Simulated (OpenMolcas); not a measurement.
**One shape, several levels: HS− (hydrosulfide)**

We compute a comparison of 6 runs (HF/3-21G, B2PLYP/3-21G, B3LYP/3-21G, PBE/3-21G, MP2/3-21G, CISD/3-21G) of HS− (hydrosulfide). 

The results are computed with OpenMolcas 26.06.

## 1. The structure to begin with

HS− has 2 atoms, charge -1, and is taken as a singlet. SMILES: `[SH-]`. Geometry: relaxed at PBE0-D4/def2-TZVPD.

Bond lengths: S1–H2 1.346 Å.

## 2. A single-point energy at HF/3-21G (run 1)

Input file mol.xyz:

```xyz
2

S      0.574700    -0.187900     0.295500
H     -0.574700     0.187900    -0.295500
```

Input file calc.inp:

```
&GATEWAY
 BasLib = $CurrDir
 Coord = mol.xyz
 Basis = 3-21G
 Group = NoSym

&SEWARD

&SCF
 Charge = -1
 Thresholds = 1e-10 1e-07 1e-07 1e-05
 PrOrbitals = 1 1
```

The basis set 3-21G is read from a file made from the Basis Set Exchange's data (not shown).

Started as:

```sh
$ export MOLCAS_MEM=1860
$ pymolcas calc.inp > calc.log
```

Output:

```text
--- Start Module: gateway ---
[...]
--- Stop Module: gateway /rc=_RC_ALL_IS_WELL_ ---
--- Start Module: seward ---
[...]
      Basis functions           15
--- Stop Module: seward /rc=_RC_ALL_IS_WELL_ ---
--- Start Module: scf ---
[...]
       Convergence after  13 Iterations
[...]
::    Total SCF energy                               -396.1483081121
[...]
      Total spin, S                                     0.0000000000
[...]
      Total electronic charge=   18.000000
      Total            charge=   -1.000000
[...]
      Dipole Moment (debye):
      Origin of the operator (angstrom)=    0.5396   -0.1764    0.2774
                   X= -7.0480E-01               Y=  2.3044E-01               Z= -3.6240E-01           Total=  8.2534E-01
      Center of Charge (angstrom)
[...]
--- Stop Module: scf /rc=_RC_ALL_IS_WELL_ ---
[...]
```

It took 1.6 s on 1 thread of Arm Neoverse V1, shared host; peak memory 0.37 GiB.

## 3. The energy at B2PLYP/3-21G (run 2)

mol.xyz is that of step 2.

Input file calc.inp:

```
* HS Kohn-Sham DFT

&GATEWAY
  BASLIB = $CurrDir
  COORD = mol.xyz
  BASIS = 3-21G
  GROUP = NoSym

&SEWARD
  GRIDINPUT
  Grid=UltraFine
  End of Grid

&SCF
  CHARGE = -1
  KSDFT = B2PLYP_SCF
  THRESHOLDS = 1e-10 1e-07 1e-07 1e-05
  PRORBITALS = 1 1

&MBPT2
  FROZEN = 5
```

The basis set 3-21G is read from a file made from the Basis Set Exchange's data (not shown).

Started as:

```sh
$ export MOLCAS_MEM=1860
$ pymolcas calc.inp > calc.log
```

Output:

```text
--- Start Module: gateway ---
[...]
--- Stop Module: gateway /rc=_RC_ALL_IS_WELL_ ---
[...]
      Basis functions           15
[...]
--- Start Module: scf ---
[...]
       Convergence after  12 Iterations
[...]
::    Total KS-DFT energy                            -396.6390980304
[...]
      Total spin, S                                     0.0000000000
[...]
      Total electronic charge=   18.000000
      Total            charge=   -1.000000
[...]
      Dipole Moment (debye):
      Origin of the operator (angstrom)=    0.5396   -0.1764    0.2774
                   X= -7.2948E-01               Y=  2.3851E-01               Z= -3.7508E-01           Total=  8.5423E-01
      Center of Charge (angstrom)
[...]
--- Stop Module: scf /rc=_RC_ALL_IS_WELL_ ---
[...]
--- Start Module: mbpt2 ---
[...]
 ###    WARNING: MP2 implementation intended for RHF references only         ###
 ###############################################################################
MBPT2 WARNING: Reference function according to RunFile:KS-DFT
I'll assume you know what you're doing and continue
WARNING!
Default frozen orbitals as non valence orbitals is overwritten by user input.
Default values:   5
[...]
       Reference weight ( Cref**2 )         =        0.96464
::    Total MBPT2 energy                             -396.7037201751
[...]
      Total MBPT2 calculations                           0.03      0.04
--- Stop Module: mbpt2 /rc=_RC_ALL_IS_WELL_ ---
[...]
```

Wall time 2.8 s (1 thread of Arm Neoverse V1, shared host); peak memory 0.37 GiB.

Runs 3 to 4 aren't shown in full; the table further down has their settings and results.

## 4. A single-point energy at MP2/3-21G (run 5)

mol.xyz is that of step 3.

Input file calc.inp:

```
>>> EXPORT MOLCAS_PRINT=2

&GATEWAY
 BasLib=$CurrDir
 Coord=mol.xyz
 Basis=3-21G
 Group=NoSym

&SEWARD

&SCF
 Charge=-1
 Thresholds=1e-10 1e-07 1e-07 1e-05
 PrOrbitals=1 1

&MBPT2
 Frozen=5
```

The basis set 3-21G is read from a file made from the Basis Set Exchange's data (not shown).

Started as:

```sh
$ export MOLCAS_MEM=1860
$ pymolcas calc.inp > calc.log
```

Output:

```text
--- Start Module: gateway ---
[...]
--- Stop Module: gateway /rc=_RC_ALL_IS_WELL_ ---
[...]
      Basis functions           15
[...]
--- Start Module: scf ---
[...]
       Convergence after  13 Iterations
[...]
::    Total SCF energy                               -396.1483081121
[...]
      Total spin, S                                     0.0000000000
[...]
      Total electronic charge=   18.000000
      Total            charge=   -1.000000
[...]
      Dipole Moment (debye):
      Origin of the operator (angstrom)=    0.5396   -0.1764    0.2774
                   X= -7.0480E-01               Y=  2.3044E-01               Z= -3.6240E-01           Total=  8.2534E-01
      Center of Charge (angstrom)
[...]
--- Stop Module: scf /rc=_RC_ALL_IS_WELL_ ---
--- Start Module: mbpt2 ---
[...]
WARNING!
Default frozen orbitals as non valence orbitals is overwritten by user input.
Default values:   5
[...]
       Reference weight ( Cref**2 )         =        0.97683
::    Total MBPT2 energy                             -396.2006296749
[...]
      Total MBPT2 calculations                           0.03      0.03
--- Stop Module: mbpt2 /rc=_RC_ALL_IS_WELL_ ---
[...]
```

Wall time 1.6 s (1 thread of Arm Neoverse V1, shared host); peak memory 0.37 GiB.

## 5. The energy at CISD/3-21G (run 6)

mol.xyz is that of step 4.

Input file calc.inp:

```
&GATEWAY
 BasLib = $CurrDir
 Coord = mol.xyz
 Basis = 3-21G
 Group = NoSym

&SEWARD

&SCF
 Charge = -1
 Thresholds = 1e-10 1e-07 1e-07 1e-05
 PrOrbitals = 1 1

&MOTRA
 Frozen = 5

&GUGA
 Electrons = 8
 Spin = 1
 Inactive = 4
 Active = 0
 CIAll = 1

&CPF
 SDCI
```

The basis set 3-21G is read from a file made from the Basis Set Exchange's data (not shown).

Started as:

```sh
$ export MOLCAS_MEM=1860
$ pymolcas calc.inp > calc.log
```

Output:

```text
--- Start Module: gateway ---
[...]
--- Stop Module: gateway /rc=_RC_ALL_IS_WELL_ ---
[...]
      Basis functions           15
[...]
       Convergence after  13 Iterations
[...]
::    Total SCF energy                               -396.1483081121
[...]
      Total spin, S                                     0.0000000000
[...]
      *** WARNING: Default frozen orbitals is overwritten by user input.
      *** Default values:   5
[...]
--- Start Module: guga ---
[...]
--- Stop Module: guga /rc=_RC_ALL_IS_WELL_ ---
--- Start Module: cpf ---
[...]
      Active orbitals                            0       0
[...]
      Spin quantum number                      0.0
[...]
     FINAL CI ENERGY          -396.21016887
     FINAL CORRELATION ENERGY   -0.06186076  REFERENCE ENERGY    -396.14830811
[...]
     REL. CI ENERGY           -396.21016887
[...]
      Total electronic charge=   18.000000
      Total            charge=   -1.000000
[...]
      Dipole Moment (debye):
      Origin of the operator (angstrom)=    0.5396   -0.1764    0.2774
                   X= -7.0362E-01               Y=  2.3005E-01               Z= -3.6179E-01           Total=  8.2395E-01
      Quadrupole Moment (debye*angstrom):
[...]
--- Stop Module: cpf /rc=_RC_ALL_IS_WELL_ ---
[...]
```

It took 1.8 s on 1 thread of Arm Neoverse V1, shared host; peak memory 0.37 GiB.

## 6. Overview of the runs

```tsv
run	level	frozen core orbitals	integration grid	energy (Eh)	HOMO energy (eV)	LUMO energy (eV)	HOMO–LUMO gap (eV)	wall time
1	HF/3-21G	–	–	-396.148308	-1.74	12.96	14.71	1.6 s
2	B2PLYP/3-21G	5	UltraFine	-396.656546	0.21	10.69	10.47	2.8 s
3	B3LYP/3-21G	–	UltraFine	-396.843862	1.60	9.07	7.47	3 s
4	PBE/3-21G	–	UltraFine	-396.642168	2.58	8.29	5.72	2.8 s
5	MP2/3-21G	5	–	-396.200630	-1.74	12.96	14.71	1.6 s
6	CISD/3-21G	5	–	-396.210169	-1.74	12.96	14.71	1.8 s
```

## 7. Summary of results

| quantity | value |
| --- | --- |
| run 6: total energy | -396.21017 Eh |
| run 6: HOMO energy (Hartree–Fock orbitals) | -1.74 eV |
| run 6: LUMO energy (Hartree–Fock orbitals) | 12.96 eV |
| run 6: HOMO–LUMO gap (to an unbound level, set by the basis) | 14.71 eV |
| run 6: correlation energy (5 core orbitals frozen) | -61.9 mEh |

Below the HF energy at the same shape and in the same basis (3-21G): MP2 -52.3 mEh; CISD -61.9 mEh. Over runs 1, 2, 3, 4 the HOMO–LUMO gap runs from 5.72 eV (PBE/3-21G) to 14.71 eV (HF/3-21G). Exact exchange widens orbital gaps. The empty levels of an anion lie above zero and hang on the basis. For B2PLYP the log adds the whole second-order term; the table takes 0.27 of it, as the functional is defined. Totals of different functionals can't be ranked against each other. In runs 2, 3, 4 the HOMO lies above zero, so the outermost electron may be held by the basis alone. All runs together took 14 s, the longest 3 s.
